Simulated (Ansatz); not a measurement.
`CC(C)(O)F` at its PBE0-D4/def2-TZVP geometry, where that method's forces vanish. Total charge 0; spin multiplicity 1.

```xyz
12

C    -1.0677    0.4963    0.5082
C     0.2862    0.2657   -0.1258
C     0.8036   -1.1433    0.0093
O     0.3028    0.5938   -1.4686
F     1.1832    1.1107    0.5397
H    -1.0379    0.2595    1.5721
H    -1.3549    1.5455    0.4007
H    -1.8192   -0.1286    0.0241
H     0.8875   -1.4118    1.0622
H     1.7862   -1.2100   -0.4580
H     0.1275   -1.8403   -0.4869
H    -0.0972    1.4625   -1.5770
```

**Question.** What forces (eV/Å) does r2SCAN-D4/def2-TZVPP give on these atoms in Ansatz? (Estimate.)

**Answer.** Ansatz gave: 
```
C1  -0.118  0.019  0.066
C2  -0.234 -0.240  0.059
C3   0.052 -0.117  0.007
O4   0.043  0.011 -0.331
F5   0.269  0.249  0.207
H6  -0.001  0.003 -0.013
H7   0.010 -0.012 -0.004
H8   0.012  0.009  0.008
H9  -0.004  0.012 -0.022
H10 -0.017  0.005  0.006
H11  0.011  0.011  0.008
H12 -0.024  0.050  0.007
```
